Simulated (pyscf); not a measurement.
One addition across a multiple bond or ene-type step on the singlet surface with elements of a group swapped. ωB97M-D3(BJ)/def2-TZVP, kcal/mol, from the separated reactants. Optimised with ωB97X-D3(BJ)/def2-SVP in PySCF.

| step | barrier | reaction energy | imaginary mode (i cm⁻¹) |
|---|---|---|---|
| `[CH2]=[CH][CH3]` + `[ClH]` -> `[CH3][CH]([CH3])[Cl]` | 33.0 | -22.3 | 1461 |
| `[CH2]=[CH][CH3]` + `[BrH]` → `[CH3][CH]([CH3])[Br]` | … | … | 1297 |
| `[CH2]=[CH][CH3]` + `[FH]` -> `[CH3][CH]([CH3])[F]` | 38.5 | -20.8 | 1822 |

**Question.** Fill in the missing entries.

**Answer.** 
- `[CH2]=[CH][CH3]` + `[BrH]` → `[CH3][CH]([CH3])[Br]`, barrier: 28.9
- `[CH2]=[CH][CH3]` + `[BrH]` → `[CH3][CH]([CH3])[Br]`, reaction energy: -23.2

Row 1: On the reactant side the descent ends in a complex, 4.5 kcal/mol under the separated species and 37.1 kcal/mol under the saddle at ωB97X-D3(BJ)/def2-TZVP. Row 2: On the reactant side the descent ends in a complex, 4.1 kcal/mol under the separated species and 32.2 kcal/mol under the saddle at ωB97X-D3(BJ)/def2-TZVP. Row 3: On the reactant side the descent ends in a complex, 6.2 kcal/mol under the separated species and 44.6 kcal/mol under the saddle at ωB97X-D3(BJ)/def2-TZVP. Each row is the saddle that its search found. Elements up to Kr have no core potential and no relativistic terms here.
